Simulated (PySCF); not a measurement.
# doublet [NH4]2+: levels of theory compared

We compute a comparison of 6 runs (UB2PLYP/def2-TZVPP, UB3LYP/def2-TZVPP, UPBE0/def2-TZVPP, USVWN5/def2-TZVPP, UTPSS/def2-TZVPP, UCCSD(T)/def2-TZVPP) of doublet [NH4]2+. The job is set up through a Python script.

Program for the calculation: PySCF 2.14.0.

1 further run of the same task is left out (set aside as unsound or not needed).

### Step 1. The molecule

The species is [NH4]2+ (5 atoms), meant as a doublet with charge +2. As SMILES of the parent species, `[NH4+]`. Geometry: relaxed at PBE0-D4/def2-TZVP. That shape belongs to the parent species and isn't relaxed for this state.

Bond lengths: N1–H2 1.024 Å, N1–H3 1.024 Å, N1–H4 1.024 Å, N1–H5 1.024 Å. Angles: H2–N1–H3 109.5°, H2–N1–H4 109.5°, H2–N1–H5 109.5°, H3–N1–H4 109.5°, H3–N1–H5 109.5°, H4–N1–H5 109.5°.

### Step 2. A single-point energy at UB2PLYP/def2-TZVPP (run 1)

start.xyz reads:

```xyz
5
H4N
N      0.000010     0.000010     0.000000
H      0.453330    -0.447860     0.801010
H     -0.972430     0.216180     0.235210
H      0.023940    -0.633460    -0.803650
H      0.495160     0.865130    -0.232580
```

job.py reads:

```python
from pyscf import gto, dft, mp

mol = gto.Mole()
mol.atom = 'start.xyz'
mol.charge = 2
mol.verbose = 4
mol.basis = 'def2-tzvpp'
mol.max_memory = 1860
mol.spin = 1
mol.build()

ks = dft.UKS(mol, xc='0.53*HF + 0.47*B88, 0.73*LYP')
ks.conv_tol = 1e-10
ks.grids.level = 5
ks.kernel()
if not ks.converged:
    ks = ks.newton().run(ks.mo_coeff, ks.mo_occ)

pt = mp.MP2(ks, frozen=1).run()
e_final = ks.e_tot + 0.27 * pt.e_corr
print('PT2 part  %.8f' % (0.27 * pt.e_corr))
print('E(%s) = %.9f' % ('B2PLYP', e_final))
```

Command:

```
$ OMP_NUM_THREADS=1 python job.py
```

Standard output:

```text
PySCF version 2.14.0

[INPUT] num. atoms = 5
[INPUT] num. electrons = 9
[INPUT] charge = 2
[INPUT] spin (= nelec alpha-beta = 2S) = 1
[INPUT] symmetry False subgroup None
[INPUT] Mole.unit = angstrom
[INPUT] Symbol           X                Y                Z      unit          X                Y                Z       unit  Magmom
[INPUT]  1 N      0.000010000000   0.000010000000   0.000000000000 AA    0.000018897261   0.000018897261   0.000000000000 Bohr   0.0
[INPUT]  2 H      0.453330000000  -0.447860000000   0.801010000000 AA    0.856669544049  -0.846332742148   1.513689523038 Bohr   0.0
[INPUT]  3 H     -0.972430000000   0.216180000000   0.235210000000 AA   -1.837626375311   0.408520993608   0.444482481759 Bohr   0.0
[INPUT]  4 H      0.023940000000  -0.633460000000  -0.803650000000 AA    0.045240043422  -1.197065910867  -1.518678400007 Bohr   0.0
[INPUT]  5 H      0.495160000000   0.865130000000  -0.232580000000 AA    0.935716787840   1.634858762145  -0.439512502051 Bohr   0.0

[... 42 lines left out ...]
WARN: beta  nocc = 4  HOMO -0.563288197676946 >= LUMO -0.563282335765468
[... 1 line left out ...]
WARN: HOMO -0.563282335765469 >= LUMO -0.563282335765468
[... 83 lines left out ...]
converged SCF energy = -55.8402778007515  <S^2> = 0.75500623  2S+1 = 2.005
[... 1 line left out ...]
******** <class 'pyscf.mp.ump2.UMP2'> ********
nocc = (np.int64(4), np.int64(3)), nmo = (86, 86)
frozen orbitals 1
E(UMP2) = -56.0525749993836  E_corr = -0.212297198632069
E(SCS-UMP2) = -56.0581838680583  E_corr = -0.217906067306829
E_corr(same-spin) = -0.0425198896749846
E_corr(oppo-spin) = -0.169777308957084
PT2 part  -0.05732024
E(B2PLYP) = -55.897598044
```

Wall time 44 s (1 thread of Arm Neoverse V2, shared host); peak memory 0.42 GiB.

### Step 3. A single-point energy at UB3LYP/def2-TZVPP (run 2)

calc.py reads:

```python
from pyscf import gto, dft

mol = gto.Mole()
mol.atom = '''
N    0.000010   0.000010   0.000000
H    0.453330  -0.447860   0.801010
H   -0.972430   0.216180   0.235210
H    0.023940  -0.633460  -0.803650
H    0.495160   0.865130  -0.232580
'''
mol.charge = 2
mol.verbose = 3
mol.basis = 'def2-tzvpp'
mol.max_memory = 1860
mol.spin = 1
mol.build()

mf = dft.UKS(mol)
mf.xc = 'b3lyp'
mf.grids.level = 5
mf.conv_tol = 1e-10
mf.kernel()
if not mf.converged:
    mf = mf.newton().run(mf.mo_coeff, mf.mo_occ)

etot = mf.e_tot
print('Final energy', etot)
```

Command:

```
$ OMP_NUM_THREADS=1 python calc.py
```

Standard output:

```text
WARN: HOMO -0.532690378918328 >= LUMO -0.532690378918327

converged SCF energy = -55.9513560312607  <S^2> = 0.75188939  2S+1 = 2.0018885
Final energy -55.95135603126066
```

It took 22 s on 1 thread of Arm Neoverse V2, shared host; peak memory 0.42 GiB.

Runs 3 to 4 aren't shown in full; the table further down has their settings and results.

### Step 4. The energy at UTPSS/def2-TZVPP (run 5)

input.py reads:

```python
from pyscf import gto, dft

system = gto.Mole()
system.atom = '''
N      0.000010     0.000010     0.000000
H      0.453330    -0.447860     0.801010
H     -0.972430     0.216180     0.235210
H      0.023940    -0.633460    -0.803650
H      0.495160     0.865130    -0.232580
'''
system.max_memory = 1860
system.charge = 2
system.verbose = 3
system.basis = 'def2-tzvpp'
system.spin = 1
system.build()

mf = dft.UKS(system, xc='tpss')
mf.conv_tol = 1e-10
mf.grids.level = 5
mf.kernel()
if not mf.converged:
    mf = mf.newton().run(mf.mo_coeff, mf.mo_occ)

etot = mf.e_tot
print('E(%s) = %.9f' % ('TPSS', etot))
```

Command:

```
$ OMP_NUM_THREADS=1 python input.py
```

Standard output:

```text
WARN: HOMO -0.508576736415518 >= LUMO -0.508576736415519

converged SCF energy = -55.9611443982196  <S^2> = 0.75223686  2S+1 = 2.0022356
E(TPSS) = -55.961144398
```

Wall time 40 s (1 thread of Arm Neoverse V2, shared host); peak memory 0.48 GiB.

### Step 5. A single-point energy at UCCSD(T)/def2-TZVPP (run 6)

input.xyz reads:

```xyz
5

N      0.000010     0.000010     0.000000
H      0.453330    -0.447860     0.801010
H     -0.972430     0.216180     0.235210
H      0.023940    -0.633460    -0.803650
H      0.495160     0.865130    -0.232580
```

job.py reads:

```python
from pyscf import gto, cc

mol = gto.M(
    atom='input.xyz',
    max_memory=1860,
    charge=2,
    spin=1,
    basis='def2-tzvpp',
    verbose=4,
)

mf = mol.UHF()
mf.conv_tol = 1e-10
mf.kernel()
if not mf.converged:
    mf = mf.newton().run(mf.mo_coeff, mf.mo_occ)

mycc = cc.CCSD(mf, frozen=1)
mycc.kernel()
e_t = mycc.ccsd_t()
e_tot = mycc.e_tot + e_t
print('E(%s) = %.9f' % ('CCSD(T)', e_tot))
```

Command:

```
$ OMP_NUM_THREADS=1 python job.py
```

Standard output:

```text
PySCF version 2.14.0

[INPUT] num. atoms = 5
[INPUT] num. electrons = 9
[INPUT] charge = 2
[INPUT] spin (= nelec alpha-beta = 2S) = 1
[INPUT] symmetry False subgroup None
[INPUT] Mole.unit = angstrom
[INPUT] Symbol           X                Y                Z      unit          X                Y                Z       unit  Magmom
[INPUT]  1 N      0.000010000000   0.000010000000   0.000000000000 AA    0.000018897261   0.000018897261   0.000000000000 Bohr   0.0
[INPUT]  2 H      0.453330000000  -0.447860000000   0.801010000000 AA    0.856669544049  -0.846332742148   1.513689523038 Bohr   0.0
[INPUT]  3 H     -0.972430000000   0.216180000000   0.235210000000 AA   -1.837626375311   0.408520993608   0.444482481759 Bohr   0.0
[INPUT]  4 H      0.023940000000  -0.633460000000  -0.803650000000 AA    0.045240043422  -1.197065910867  -1.518678400007 Bohr   0.0
[INPUT]  5 H      0.495160000000   0.865130000000  -0.232580000000 AA    0.935716787840   1.634858762145  -0.439512502051 Bohr   0.0

[... 26 lines left out ...]
WARN: beta  nocc = 4  HOMO -0.604902579977097 >= LUMO -0.604895639962386
[... 118 lines left out ...]
converged SCF energy = -55.6316542175103  <S^2> = 0.75896999  2S+1 = 2.00895
[... 12 lines left out ...]
Init t2, MP2 energy = -0.179517304094013
[... 20 lines left out ...]
UCCSD converged
[... 2 lines left out ...]
E(CCSD(T)) = -55.834717083
```

Wall time 38 s (1 thread of Arm Neoverse V2, shared host); peak memory 2.6 GiB.

### Step 6. The series

```
run                level  frozen core orbitals  integration grid  energy (Eh)  HOMO energy (eV)  LUMO energy (eV)   ⟨S²⟩  wall time
  1   UB2PLYP/def2-TZVPP                     1                 5   -55.897598            -35.73            -27.91  0.755       44 s
  2    UB3LYP/def2-TZVPP                     –                 5   -55.951356            -33.87            -30.61  0.752       22 s
  3     UPBE0/def2-TZVPP                     –                 5   -55.881485            -33.98            -30.18  0.754       36 s
  4    USVWN5/def2-TZVPP                     –                 5   -55.459137            -32.28            -32.17  0.751       14 s
  5     UTPSS/def2-TZVPP                     –                 5   -55.961144            -32.58            -31.49  0.752       40 s
  6  UCCSD(T)/def2-TZVPP                     1                 –   -55.834717            -38.45            -23.89  0.759       38 s
```

### Step 7. What came out

```
                                                         quantity         value
                                              run 6: total energy  -55.83472 Eh
run 6: HOMO energy (Hartree–Fock orbitals) (highest over α and β)     -38.45 eV
 run 6: LUMO energy (Hartree–Fock orbitals) (lowest over α and β)     -23.89 eV
                run 6: correlation energy (1 core orbital frozen)    -203.1 mEh
                                            run 6: (T) correction     -4.68 mEh
                         run 6: ⟨S²⟩ of the reference determinant         0.759
                                             run 6: T1 diagnostic         0.007
```

In words: Totals of different functionals can't be ranked against each other. All runs together took 3.2 min, the longest 44 s.
